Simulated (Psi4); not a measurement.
# C2H2N− (SMILES [CH2-]C#N): levels of theory compared

Wanted: a comparison of 3 runs (B3LYP/6-31G*, LCCD/pcseg-0, CCSD/6-31+G*) of C2H2N−. 

Program for the calculation: Psi4 1.11.

6 further runs of the same task are left out: 2 that didn't finish, 4 set aside as unsound or not needed.

## (1) The molecule

The species is C2H2N− (5 atoms), meant as a singlet with charge -1. SMILES: `[CH2-]C#N`. The coordinates come from a GFN2-xTB relaxation.

Bond lengths: C1–C2 1.349 Å, C2–N3 1.179 Å, C1–H4 1.091 Å, C1–H5 1.090 Å. Angles: C1–C2–N3 174.1°, C2–C1–H4 118.6°, C2–C1–H5 118.8°, H4–C1–H5 114.7°.

## (2) Energy and forces at B3LYP/6-31G(d) (spherical functions) (run 1)

File c2h2n.xyz:

```xyz
5
C2H2N
C     -0.272850     0.411190    -0.286500
C      0.537870    -0.474830     0.327770
N      1.338690    -1.189110     0.815360
H     -0.820280     0.090510    -1.173670
H     -0.783430     1.162230     0.317040
```

File job.py:

```python
import psi4

psi4.set_memory('1600 MB')
psi4.set_num_threads(1)
psi4.set_output_file('run.log', False)

with open('c2h2n.xyz') as f:
    atoms = ''.join(f.readlines()[2:])
m = psi4.geometry('-1 1\n' + atoms + 'symmetry c1')

psi4.set_options({
    'puream': True,
    'e_convergence': 1e-09,
    'd_convergence': 1e-08,
    'scf_type': 'pk',
    'dft_radial_points': 99,
    'dft_spherical_points': 590,
})

e, wfn = psi4.gradient('b3lyp/6-31G*', molecule=m, return_wfn=True)
psi4.oeprop(wfn, 'WIBERG_LOWDIN_INDICES', 'DIPOLE', 'LOWDIN_CHARGES', title='B3LYP')
print('gradient / Eh bohr^-1')
print(e.np.round(6))
print(f'energy = {wfn.energy():.10f} Eh')
for k, v in sorted(psi4.core.scalar_variables().items()):
    print(f'{k:45s} {v:18.10f}')
```

The run is started by

```bash
python job.py
```

run.log:

```text
[...]
  Running in c1 symmetry.
[...]
  Nuclear repulsion =   53.226313182414849
[...]
  Multiplicity = 1
[...]
  Nalpha       = 11
  Nbeta        = 11
[...]
    Number of basis functions: 46
[...]
   @RKS iter   1:  -131.79249150404280   -3.01032e-01   1.66053e-02 ADIIS/DIIS
[...]
   @RKS iter  11:  -132.11658142357413   -2.27374e-13   3.59594e-09 DIIS
[...]
    Orbital Energies [Eh]
    ---------------------
    Doubly Occupied:
       1A    -14.037853     2A     -9.952123     3A     -9.904691
       4A     -0.618481     5A     -0.464121     6A     -0.233656
       7A     -0.188955     8A     -0.096475     9A     -0.088843
      10A     -0.052602    11A      0.071837
[...]
  @RKS Final Energy:  -132.11658142357413
   => Energetics <=
    Nuclear Repulsion Energy =             53.2263131824148488
    One-Electron Energy =                -288.6510017653014302
    Two-Electron Energy =                 118.4663147364745726
    DFT Exchange-Correlation Energy =     -15.1582075771621287
    Empirical Dispersion Energy =           0.0000000000000000
    VV10 Nonlocal Energy =                  0.0000000000000000
    Total Energy =                       -132.1165814235741323
[...]
  -Total Gradient:
     Atom            X                  Y                   Z
    ------   -----------------  -----------------  -----------------
       1        0.023792331687    -0.021611369028     0.015069379052
       2       -0.010264861014     0.000975176586    -0.000347834270
       3       -0.015425937462     0.020700863605    -0.014521244571
       4        0.000961988263     0.000176574258     0.000270318428
       5        0.000937183434    -0.000241215233    -0.000470704453
[...]
 Multipole Moments:
 ------------------------------------------------------------------------------------
     Multipole            Electronic (a.u.)      Nuclear  (a.u.)        Total (a.u.)
 ------------------------------------------------------------------------------------
 L = 1.  Multiply by 2.5417464519 to convert [e a0] to [Debye]
 Dipole X            :          1.9691017           -2.4573868           -0.4882850
 Dipole Y            :         -1.7966225            1.9334487            0.1368261
 Dipole Z            :          1.2387573           -1.3223147           -0.0835574
 Magnitude           :                                                    0.5139314
[...]
```

The script printed:

```text
gradient / Eh bohr^-1
[[ 0.023792 -0.021611  0.015069]
 [-0.010265  0.000975 -0.000348]
 [-0.015426  0.020701 -0.014521]
 [ 0.000962  0.000177  0.00027 ]
 [ 0.000937 -0.000241 -0.000471]]
energy = -132.1165814236 Eh
CURRENT ENERGY                                   -132.1165814236
CURRENT REFERENCE ENERGY                         -132.1165814236
DD SOLVATION ENERGY                                 0.0000000000
DFT FUNCTIONAL TOTAL ENERGY                      -132.1165814236
DFT TOTAL ENERGY                                 -132.1165814236
DFT VV10 ENERGY                                     0.0000000000
DFT XC ENERGY                                     -15.1582075772
GRID ELECTRONS ALPHA                               10.9999999986
GRID ELECTRONS BETA                                10.9999999986
GRID ELECTRONS TOTAL                               21.9999999972
NUCLEAR REPULSION ENERGY                           53.2263131824
ONE-ELECTRON ENERGY                              -288.6510017653
PCM POLARIZATION ENERGY                             0.0000000000
PE ENERGY                                           0.0000000000
SCF ITERATION ENERGY                             -132.1165814236
SCF ITERATIONS                                     11.0000000000
SCF TOTAL ENERGY                                 -132.1165814236
TWO-ELECTRON ENERGY                               118.4663147365
XC GRID RADIAL POINTS                              99.0000000000
XC GRID SPHERICAL POINTS                          590.0000000000
XC GRID TOTAL POINTS                           275766.0000000000
```

Run time: 7.5 s. Hardware: 1 thread of Intel Xeon 6975P-C (Granite Rapids), shared host; peak memory 0.57 GiB.

## (3) Energy and gradient at LCCD/pcseg-0 (run 2)

File calc.inp:

```
memory 1.6 GB

molecule {
  -1 1
  C     -0.272850     0.411190    -0.286500
  C      0.537870    -0.474830     0.327770
  N      1.338690    -1.189110     0.815360
  H     -0.820280     0.090510    -1.173670
  H     -0.783430     1.162230     0.317040
  units angstrom
}

set scf_type pk
set cc_type conv
set e_convergence 1e-10

result, w = gradient("lccd/pcseg-0", return_wfn=True)
```

The run is started by

```bash
psi4 -i calc.inp -o calc.out -n 1
```

calc.out:

```text
[...]
  Running in c1 symmetry.
[...]
  Nuclear repulsion =   53.226313182414849
[...]
  Multiplicity = 1
[...]
  Nalpha       = 11
  Nbeta        = 11
[...]
    Number of basis functions: 31
[...]
   @RHF iter   1:  -130.80566782053930   -8.14683e-01   1.46167e-02 ADIIS/DIIS
[...]
   @RHF iter  16:  -130.91600812647721    5.68434e-14   7.12202e-11 DIIS
[...]
    Orbital Energies [Eh]
    ---------------------
    Doubly Occupied:
       1A    -15.290706     2A    -11.028433     3A    -10.954173
       4A     -0.962158     5A     -0.732788     6A     -0.418527
       7A     -0.353566     8A     -0.290902     9A     -0.264872
      10A     -0.191078    11A     -0.046210
[...]
  @RHF Final Energy:  -130.91600812647721
   => Energetics <=
    Nuclear Repulsion Energy =             53.2263131824148488
    One-Electron Energy =                -287.2178197131463548
    Two-Electron Energy =                 103.0754984042542901
    Total Energy =                       -130.9160081264772089
[...]
 Multipole Moments:
 ------------------------------------------------------------------------------------
     Multipole            Electronic (a.u.)      Nuclear  (a.u.)        Total (a.u.)
 ------------------------------------------------------------------------------------
 L = 1.  Multiply by 2.5417464519 to convert [e a0] to [Debye]
 Dipole X            :          1.8813254           -2.4573868           -0.5760614
 Dipole Y            :         -1.8500246            1.9334487            0.0834241
 Dipole Z            :          1.2793032           -1.3223147           -0.0430115
 Magnitude           :                                                    0.5836577
[...]
	SCS-MP2 Total Energy (a.u.)        :  -131.20654264138815
	SOS-MP2 Total Energy (a.u.)        :  -131.20328010508047
	SCSN-MP2 Total Energy (a.u.)       :  -131.04991093718382
[...]
	SOS-PI-MP2 Total Energy (a.u.)     :  -131.22537794958839
[...]
	MP2 Total Energy (a.u.)            :  -131.21306771400359
[...]
```

It took 2 s on 1 thread of Intel Xeon 6975P-C (Granite Rapids), shared host; peak memory 0.19 GiB.

## (4) A single-point energy at CCSD/6-31+G(d) (spherical functions) (run 3)

File input.json:

```json
{
  "schema_name": "qcschema_input",
  "schema_version": 1,
  "molecule": {
    "schema_name": "qcschema_molecule",
    "schema_version": 2,
    "symbols": ["C", "C", "N", "H", "H"],
    "geometry": [-0.51561177, 0.77703649, -0.54140653, 1.01642699, -0.89729866, 0.61939553, 2.52975747, -2.24709223, 1.54080709, -1.55010455, 0.17103911, -2.21791486, -1.48046814, 2.19629639, 0.59911877],
    "molecular_charge": -1,
    "molecular_multiplicity": 1,
    "fix_symmetry": "c1",
    "fix_com": true,
    "fix_orientation": true
  },
  "driver": "energy",
  "model": {
    "method": "ccsd",
    "basis": "6-31+G*"
  },
  "keywords": {
    "reference": "rhf",
    "puream": true,
    "e_convergence": 1e-09,
    "d_convergence": 1e-08,
    "scf_type": "pk",
    "num_frozen_docc": 3
  }
}
```

The run is started by

```bash
psi4 --qcschema input.json -n 1 --memory 1600MB
```

stdout:

```text
[...]
  Running in c1 symmetry.
[...]
  Nuclear repulsion =   53.226313206977359
[...]
  Multiplicity = 1
[...]
  Nalpha       = 11
  Nbeta        = 11
[...]
    Number of basis functions: 58
[...]
   @RHF iter   1:  -131.14493434005169   -9.46796e-01   8.78516e-03 DIIS/ADIIS
[...]
   @RHF iter  13:  -131.30849052097102   -4.60432e-12   5.37512e-09 DIIS
[...]
    Orbital Energies [Eh]
    ---------------------
    Doubly Occupied:
       1A    -15.326732     2A    -11.057167     3A    -10.989903
       4A     -0.972705     5A     -0.760198     6A     -0.448138
       7A     -0.376329     8A     -0.319353     9A     -0.277519
      10A     -0.211869    11A     -0.068547
[...]
  @RHF Final Energy:  -131.30849052097102
   => Energetics <=
    Nuclear Repulsion Energy =             53.2263132069773590
    One-Electron Energy =                -287.4526870363619651
    Two-Electron Energy =                 102.9178833084135931
    Total Energy =                       -131.3084905209710200
[...]
 Multipole Moments:
 ------------------------------------------------------------------------------------
     Multipole            Electronic (a.u.)      Nuclear  (a.u.)        Total (a.u.)
 ------------------------------------------------------------------------------------
 L = 1.  Multiply by 2.5417464519 to convert [e a0] to [Debye]
 Dipole X            :        -19.2084075           17.6826209           -1.5257865
 Dipole Y            :         14.9346328          -14.0838831            0.8507497
 Dipole Z            :        -10.2030357            9.6347875           -0.5682481
 Magnitude           :                                                    1.8370372
[...]
      * MP2 total energy                      = -131.727433658207786
[...]
      * CCSD total energy                     = -131.741258191481108
[...]
```

The result, in JSON:

```text
{
 "driver": "energy",
 "model": {
  "method": "ccsd",
  "basis": "6-31+G*"
 },
 "success": true,
 "return_result": -131.7412581914811,
 "properties": {
  "calcinfo_nbasis": 58,
  "calcinfo_nmo": 58,
  "calcinfo_nalpha": 11,
  "calcinfo_nbeta": 11,
  "calcinfo_natom": 5,
  "nuclear_repulsion_energy": 53.22631320697736,
  "return_energy": -131.7412581914811,
  "scf_one_electron_energy": -287.45268703636197,
  "scf_two_electron_energy": 102.9178833084136,
  "scf_dipole_moment": [-1.5257865321588788, 0.8507497167535618, -0.5682481165461866],
  "scf_total_energy": -131.30849052097102,
  "scf_iterations": 13,
  "mp2_same_spin_correlation_energy": -0.11073113486927455,
  "mp2_opposite_spin_correlation_energy": -0.30821200236721685,
  "mp2_singles_energy": -5.412416847546291e-26,
  "mp2_doubles_energy": -0.4189431372364914,
  "mp2_correlation_energy": -0.4189431372364914,
  "mp2_total_energy": -131.7274336582078,
  "ccsd_same_spin_correlation_energy": -0.09568568334580968,
  "ccsd_opposite_spin_correlation_energy": -0.3370819871640057,
  "ccsd_singles_energy": 0.0,
  "ccsd_doubles_energy": -0.4327676705098154,
  "ccsd_correlation_energy": -0.4327676705098142,
  "ccsd_total_energy": -131.7412581914811,
  "ccsd_iterations": 19
 }
}
```

It took 5.1 s on 1 thread of Intel Xeon 6975P-C (Granite Rapids), shared host; peak memory 0.26 GiB.

## (5) Overview of the runs

| run | level | integration grid | symmetry | energy (Eh) | HOMO energy (eV) | LUMO energy (eV) | HOMO–LUMO gap (eV) | wall time |
| --- | --- | --- | --- | --- | --- | --- | --- | --- |
| 1 | B3LYP/6-31G* (spherical functions) | 99 radial × 590 angular | c1 | -132.116581 | 1.95 | 7.82 | 5.87 | 7.5 s |
| 2 | LCCD/pcseg-0 | – | auto | -131.222209 | -1.26 | 11.74 | 12.99 | 2 s |
| 3 | CCSD/6-31+G* (spherical functions) | – | c1 | -131.741258 | -1.87 | 5.98 | 7.85 | 5.1 s |

## (6) Outcome

| quantity | value |
| --- | --- |
| run 3: total energy | -131.74126 Eh |
| run 3: HOMO energy (Hartree–Fock orbitals) | -1.87 eV |
| run 3: LUMO energy (Hartree–Fock orbitals) | 5.98 eV |
| run 3: HOMO–LUMO gap (to an unbound level, set by the basis) | 7.85 eV |
| run 3: correlation energy (3 core orbitals frozen) | -432.8 mEh |
| run 3: T1 diagnostic | 0.017 |

In run 1 the HOMO lies above zero, so the outermost electron may be held by the basis alone. All runs together took 15 s, the longest 7.5 s.
